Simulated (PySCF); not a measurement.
Predicted microwave data (PBE0-D3(BJ)/def2-TZVP geometry optimisation, gas phase in PySCF 2.14.0) for one isomer of C2H6O:

| Item | Value |
| --- | --- |
| Rotational constants | A = 39468, B = 10184, C = 9020 MHz |
| Dipole components | \|μa\| = 0.00 D, \|μb\| = 1.22 D, \|μc\| = 0.00 D |
| Inertial defect | -6.40 u·Å² |
| κ | -0.92 |

Task: Which candidate fits, each taken in the one conformer that was computed?
A. `[CH3:1][CH2:2][OH:3]` with C1–C2–O3–H -59°
B. `COC`

Result: B. It is COC, a near-prolate asymmetric top, point group C2v. The candidates at the same level (rigid rotor, commonest isotopes):

```json
{"SMILES": "COC", "A (MHz)": "39468", "B (MHz)": "10184", "C (MHz)": "9020", "μa (D)": "0.00", "μb (D)": "1.22", "μc (D)": "0.00", "Δ (u·Å²)": "-6.40", "point group": "C2v", "rotor": "near-prolate asymmetric top"}
{"SMILES": "CCO", "A (MHz)": "34671", "B (MHz)": "9292", "C (MHz)": "8201", "μa (D)": "1.23", "μb (D)": "0.20", "μc (D)": "1.12", "Δ (u·Å²)": "-7.34", "point group": "–", "rotor": "near-prolate asymmetric top"}
```

`CCO` has A 12 % too low. In the right answer the symmetry axis of this C2v structure is b, so μa and μc vanish by symmetry. No structure here is proved a minimum.
